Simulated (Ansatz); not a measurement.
C3H7FO: which of these isomers lies lowest?

4 of its isomers, all singlets with charge 0: A = `CCOCF`; B = `CC(C)(O)F`; C = `COC(C)F`; D = 2-fluoroethyl methyl ether `COCCF`.

Shapes, held fixed at every level: PBE0-D4/def2-TZVP. Flexible molecules stand in one conformer, not always the lowest. Programs: Ansatz 0.2.0.

Electronic energies in kJ/mol, without zero-point or thermal terms.

Question: Which isomer should be the most stable, and roughly by how much?

Answer: B < C < A < D in rising energy, over a span of 122 kJ/mol, by CCSD(T)/CBS estimate. All levels agree on that. The B − A difference spans -79.7 to -69.9 kJ/mol over the levels. The CBS estimate extrapolates MP2 from def2-TZVPP and def2-QZVPP and adds CCSD(T) − MP2 in the triple-zeta set, cores frozen.

```json
{"level": "SPW92/def2-TZVPP", "kind": "LDA", "B − A": "-79.7", "C − A": "-15.5", "D − A": "+46.3"}
{"level": "PBE-D4/def2-TZVPP", "kind": "GGA", "B − A": "-70.7", "C − A": "-12.3", "D − A": "+43.8"}
{"level": "r2SCAN-D4/def2-TZVPP", "kind": "meta-GGA", "B − A": "-77.3", "C − A": "-15.0", "D − A": "+46.2"}
{"level": "BHLYP-D4/def2-TZVPP", "kind": "global hybrid", "B − A": "-69.9", "C − A": "-13.2", "D − A": "+42.3"}
{"level": "wB97M-V/def2-TZVPP", "kind": "range-separated hybrid", "B − A": "-77.1", "C − A": "-14.4", "D − A": "+43.5"}
{"level": "CCSD/def2-TZVPP", "kind": "coupled cluster or CI", "B − A": "-73.6", "C − A": "-12.5", "D − A": "+43.7"}
{"level": "CCSD(T)/CBS estimate", "kind": "coupled cluster or CI", "B − A": "-78.0", "C − A": "-13.4", "D − A": "+43.9"}
```
